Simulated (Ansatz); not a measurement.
Calculated with Ansatz (gas phase, PBE0-D4/def2-TZVP geometries, no zero-point term in ΔE). CCSD(T)/CBS adds triple-zeta CCSD(T) − MP2 to the extrapolated MP2 energy (def2 sets, frozen cores). This one scheme is used for every species. DFT in def2-TZVPP. B3LYP here is the variant with VWN-RPA as its local correlation; programs differ in this. HSE06 is defined as in plane-wave codes.

tetrafluoromethane → F₂ + `F[C]F`  (difluorocarbene loss)

`FC(F)(F)F`:

Z-matrix (Å, degrees):
```
C
F 1 1.318
F 1 1.318 2 109.5
F 1 1.318 2 109.5 3 120.0
F 1 1.318 2 109.5 3 -120.0
```

F₂:

```xyz
2

F     0.275   -0.057   -0.628
F    -0.275    0.057    0.628
```

`F[C]F`:

Z-matrix (Å, degrees):
```
C
F 1 1.296
F 1 1.296 2 104.7
```

```tsv
level	ΔE (kJ/mol)	difference from CCSD(T)/CBS
LDA (SPW92)	821.9	63.0
PBE-D4	733.7	-25.2
revPBE-D4	711.7	-47.2
BLYP-D4	696.7	-62.2
B97M-V	751.2	-7.7
B3LYP-D4	742.4	-16.5
r2SCANh-D4	786.1	27.2
r2SCAN0-D4	804.9	46.0
HSE06-D4	778.3	19.4
CAM-B3LYP-D4	768.3	9.4
ωB97X-V	761.2	2.3
ωB97M-V	755.8	-3.1
B2PLYP	754.8	-4.1
PBE-QIDH	806.9	48.0
PBE	730.5	-28.4
BLYP	689.1	-69.8
r2SCAN	772.4	13.5
PBE0	775.9	17.0
B3LYP	737.3	-21.6
r2SCANh	785.3	26.4
r2SCAN0	804.1	45.2
HSE06	776.0	17.1
BHLYP	787.1	28.2
CAM-B3LYP	765.7	6.8
RPA@PBE/def2-TZVPP	695.2	-63.7
HF/def2-SVP	831.6	72.7
MP2/def2-SVP	818.8	59.9
CCSD/def2-SVP	784.4	25.5
CCSD(T)/def2-SVP	773.8	14.9
HF/def2-TZVPP	795.8	36.9
MP2/def2-TZVPP	794.1	35.2
SCS-MP2/def2-TZVPP	766.8	7.9
CCSD/def2-TZVPP	762.2	3.3
CCSD(T)/def2-TZVPP	751.3	-7.6
HF/def2-QZVPP	797.5	38.6
MP2/def2-QZVPP	799.0	40.1
SCS-MP2/def2-QZVPP	772.0	13.1
HF/CBS(def2)	797.7	38.8
MP2/CBS(def2)	801.7	42.8
CCSD/CBS(def2)	769.8	10.9
CCSD(T)/CBS	758.9	0
```

Largest T1 diagnostic among the species: 0.017.

From PBE to PBE0 (25 % exact exchange), in def2-TZVPP and without D4, ΔE moves by +45.4 kJ/mol. The D4 term adds +5.1 kJ/mol with B3LYP and +2.6 kJ/mol with PBE0; it sums over pairs of atoms, weighted by their polarisabilities, and B3LYP, whose exchange is more repulsive, gets the larger term. At CCSD(T), def2-SVP lies +14.9 kJ/mol from the extrapolated value and def2-TZVPP −7.6 kJ/mol.
